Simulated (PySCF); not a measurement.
Input of a run (PBE0-D3(BJ)/def2-SVP geometry optimisation, gas phase (PySCF 2.14.0)), started from GFN2-xTB:
```
{"job": {"xc": "PBE0", "basis": "def2-SVP", "d3": "d3bj", "grid": 1, "kind": "geom"}, "charge": 0, "multiplicity": 2}
O      2.266180     0.293200     0.780990
C      1.145040     0.269340     0.294020
C      0.582890     1.133370    -0.675560
O     -0.672360     0.847750    -1.012030
C     -1.119890    -0.295850    -0.274270
C      0.031880    -0.737020     0.624250
H      1.041370     1.972200    -1.164940
H     -2.010450     0.007990     0.283900
H     -1.413250    -1.056110    -1.004460
H     -0.213260    -0.679670     1.684520
H      0.372710    -1.749870     0.411660
```

Output (energies in Eh, forces in Eh/bohr):
```
step   0  E = -305.26768642  max force = 0.009351
step   1  E = -305.26815488  max force = 0.005947
step   2  E = -305.26822835  max force = 0.004504
step   3  E = -305.26832561  max force = 0.000917
step   4  E = -305.26832747  max force = 0.000369
optimisation converged
```

**Question.** Summarise the run.

**Answer.** The energy falls by 0.40 kcal/mol over 5 energy and gradient evaluations, the largest force component goes from 0.0094 to 3.7e-04 Eh/bohr, and the atoms move by 0.012 Å rms after alignment. The bond that changes most is C3–H7 (ends: carbon bonded to C, O and H; hydrogen on carbon), which lengthens by 0.016 Å. Bonds longer at the end by more than 0.005 Å: 7 of 11; shorter: 0. The energy never rose by more than 1e-6 Eh on the way. The first step brought 73 % of the lowering.

**Question.** What are the final bond lengths?

**Answer.** O1=C2 1.221 Å, C2–C3 1.428 Å, C3–O4 1.326 Å, O4–C5 1.447 Å, C5–C6 1.522 Å, C2–C6 1.534 Å, C3–H7 1.090 Å, C5–H8 1.100 Å, C5–H9 1.100 Å, C6–H10 1.100 Å, C6–H11 1.100 Å. Numbering counts from 1 in the input's order; the species is `O=C1[CH]OCC1` [radical].

The run used 109 basis functions and 41 SCF cycles in all. The run took 30 s of wall time on one thread, x86-64 server, shared host.

No PBE0-D3(BJ)/def2-SVP frequencies stand behind this structure, so it isn't proved a minimum. ⟨S²⟩ = 0.761 (exact for a doublet: 0.75).
